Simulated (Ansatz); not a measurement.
in.yaml

```yaml
crystal:
  periodic: [false, false, false]
  atoms:
    - {symbol: C, position_ang: [0.000000, -1.333040, -0.111610]}
    - {symbol: Ge, position_ang: [0.000000, 0.098128, 1.246869]}
    - {symbol: Ge, position_ang: [0.000000, 0.122284, -1.228415]}
basis:
  gaussian: {orbitals: cc-pVDZ}
correlation: {active_space: {window: {electrons: 4, orbitals: 4}}}
magnetization: {spin_polarized: true, initial_magnetization: 2}
```

```sh
$ ansatz run in.yaml --threads 1 --pin off --events-out ev --progress --plain --max-ram 2393MiB
```

(1) One thing in this input was set wrong on purpose, beside settings that are merely unusual. What is the gravest fault, and what does the program do?

Answers

(1) Active space on unrestricted orbitals. How the run ends: refused.
```
Error: invalid value for `correlation.active_space`: it starts from restricted Hartree–Fock orbitals; set hamiltonian.xc: hf without magnetization.spin_polarized
```
